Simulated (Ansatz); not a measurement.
Species: CH₂N (charge +1, singlet). It need not be the lowest isomer of its formula. 
Coordinates optimised at B3LYP-D3(BJ)/def2-TZVP (Ansatz, an electronic-structure program):
```xyz
4

C      0.0000     0.0000    -0.5980
N      0.0000     0.0000     0.5315
H      0.0000     0.0000    -1.6793
H      0.0000     0.0000     1.5473
```
Charge +1, spin multiplicity 1.

**Question.** Give the harmonic wavenumbers at B3LYP-D3(BJ)/def2-TZVP (Ansatz, finite differences of forces, unscaled).

**Answer.** 674, 674, 839, 839, 2248, 3310, 3618 cm⁻¹. Zero-point energy 17.4 kcal/mol.

**Question.** From these and the geometry, give the ideal-gas thermochemistry at 298.15 K and 1 atm (rigid rotor, harmonic oscillator).

**Answer.** Point group C∞v, rotational symmetry number 1. Rotational constants 37.42, 37.42 GHz. S(trans) 35.93, S(rot) 12.15, S(vib) 1.03, S(elec, spin only) 0.00, S 49.1 cal/(mol K). H(298) - H(0) 2.31 kcal/mol; G - E(el) 5.1 kcal/mol.
